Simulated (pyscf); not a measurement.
Single points on ωB97X-D3(BJ)/def2-SVP structures (PySCF, gas phase). MP2 and CC: frozen core, UHF for open shells. ΔMP2 is the change of the MP2 total energy from the triple- to the quadruple-zeta basis.

Q: PBE/def2-TZVP puts the barrier of SiH₃• + HO–SiH₃ → H₃Si–O–SiH₃ + H• (substitution at O; doublet surface; H–O broken, O–Si formed) at 10.9 kcal/mol and the reaction energy at -3.3 kcal/mol, from the separated reactants. What do PBE0-D3(BJ)/def2-TZVP, M06-2X/def2-TZVP, CCSD(T)/def2-TZVPP + ΔMP2(QZVPP) give on the same structures?

A: PBE0-D3(BJ): ΔE‡ = 14.4 kcal/mol, ΔE = -5.9 kcal/mol; M06-2X: ΔE‡ = 15.9 kcal/mol, ΔE = -8.4 kcal/mol; CCSD(T): ΔE‡ = 18.9 kcal/mol, ΔE = -6.7 kcal/mol. PBE's barrier lies under all of them, by 3.5 to 8.0 kcal/mol. Its reaction energy lies over all of them, by 2.6 to 5.1 kcal/mol. Low barriers are usual for a GGA, whose delocalisation error favours stretched bonds. On the reactant side the descent ends in an adduct with a Si–Si, O–Si contact, 12.4 kcal/mol over the separated species and 5.8 kcal/mol under the saddle at ωB97X-D3(BJ)/def2-TZVP. What is counted as formed (O–Si) is already present as a longer contact in the reactant adduct; forming that adduct is a step of its own. One saddle was located; it need not be the lowest between these sides. The angle at the attacked O is 121°. The CCSD(T) − MP2 part came from Ansatz, without density fitting, on the same reference.
